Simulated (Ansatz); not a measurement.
Elastic constant C66 of 2H WSe₂ at several levels of theory

No measured value is used here.

| level (code) | value (GPa) | cell (Å³/atom) |
|---|---|---|
| LDA (Ansatz) | 85.1 | 19.54 |
| PBE (Ansatz) | 63.4 | 24.27 |
| PBE-D4 (Ansatz) | 81.8 | 19.91 |
| r²SCAN (Ansatz) | 74.6 | 21.76 |
| r²SCAN+rVV10 (Ansatz) | 80.4 | 20.67 |

The crystal itself was run without spin with LDA, PBE, PBE-D4, r²SCAN, r²SCAN+rVV10; a magnetic state was not tried in these runs. Density-functional levels without +SOC have no spin–orbit coupling. LDA: LDA has no dispersion term either, though it tends to give short spacings of layers, chains or molecules. PBE, r²SCAN: the cell comes from a level without a dispersion term, which matters for the spacing of layers, chains or molecules. PBE-D4: the dispersion coefficients are held fixed in the derivatives. Each level is taken at its own relaxed cell. Cutoffs differ between the levels. Ansatz's density-functional and Hartree–Fock values are scalar-relativistic unless marked +SOC, with PAW data made under PBE.

Ansatz is an electronic-structure program.
